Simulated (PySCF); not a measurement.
# SiS: bond curves at several levels of theory

An exercise on one series of results from a longer session: the logs are not shown, and one member is left open.

Computed with PySCF 2.14.0. Level: Si x2c-TZVPPall, S x2c-TZVPPall, spin-free X2C with a Gaussian nucleus.

Set-up of the first run:

A driver script around PySCF takes these settings:

```json
{
  "atoms": "Si, S",
  "charge": "0",
  "basis": "Si x2c-TZVPPall, S x2c-TZVPPall",
  "Hamiltonian": "spin-free X2C with a Gaussian nucleus",
  "basis functions": "84",
  "electrons treated": "30",
  "masses in u": "27.9769, 31.9721",
  "levels": "PBE0, PBE, r²SCAN, BP86, B97-3, r²SCANh, B2PLYP, HSE06, HF, MP2, SCS-MP2, CCSD, CCSD(T)",
  "grid": "80 radial by 434 angular points",
  "occupations": "held fixed by the projection of orbital angular momentum",
  "dissociation limit": "Si + S, each in its ground configuration",
  "starting distance in angstrom": "2.100",
  "values of 2S to try": "0, 2, 4"
}
```

Launch:

```console
$ OMP_NUM_THREADS=1 python dia.py task.json out
```

Among the steps run: Input; PBE0 along the bond; Higher solutions at PBE0; PBE (GGA); r²SCAN (meta-GGA); BP86 (GGA); B97-3; r²SCANh (hybrid meta-GGA); B2PLYP; HSE06 (range-separated hybrid); RHF; MP2 and coupled cluster.

One table of the session follows, with a row left open; its other results are not shown here.

Energy (eV) from each level's lowest point:

| R (Å) | RHF | RHF-MP2 | RHF-SCS-MP2 | RHF-CCSD | RHF-CCSD(T) |
| --- | --- | --- | --- | --- | --- |
| 1.663 | 1.612 | 1.849 | 1.843 | n/a | n/a |
| 1.741 | 0.664 | 0.843 | 0.838 | 0.803 | 0.865 |
| 1.818 | 0.165 | 0.278 | 0.274 | 0.252 | 0.292 |
| 1.876 | 0.011 | 0.069 | 0.067 | 0.055 | 0.076 |
| 1.934 | 0.000 | 0.000 | 0.000 | 0.000 | 0.000 |
| 1.992 | ? | ? | ? | ? | ? |
| 2.069 | 0.365 | 0.215 | 0.222 | 0.254 | 0.196 |
| 2.166 | 0.839 | 0.575 | 0.587 | 0.645 | 0.537 |
| 2.282 | 1.536 | 1.131 | 1.149 | 1.238 | 1.060 |
| 2.437 | 2.557 | 1.984 | 2.007 | n/a | n/a |

Q: Estimate the row for R (Å) = 1.992 from the others.

Worked estimate for «RHF». A straight line through the neighbours (1.934, 0.000) and (2.069, 0.365) gives 0.000 + (0.365 − 0.000) × (1.992 − 1.934) / (2.069 − 1.934) = 0.157; a parabola fitted to 4 rows on both sides gives 0.111.

The run gave: RHF: 0.100; RHF-MP2: 0.039; RHF-SCS-MP2: 0.041; RHF-CCSD: 0.054; RHF-CCSD(T): 0.031. In «RHF» the line misses by +0.057 and the parabola by +0.011.

Caveats from the session: Lowest PBE0 solution found, without spin–orbit coupling: ¹Σ⁺ (singlet), closed shell. Warnings in the runs' records: inverted.
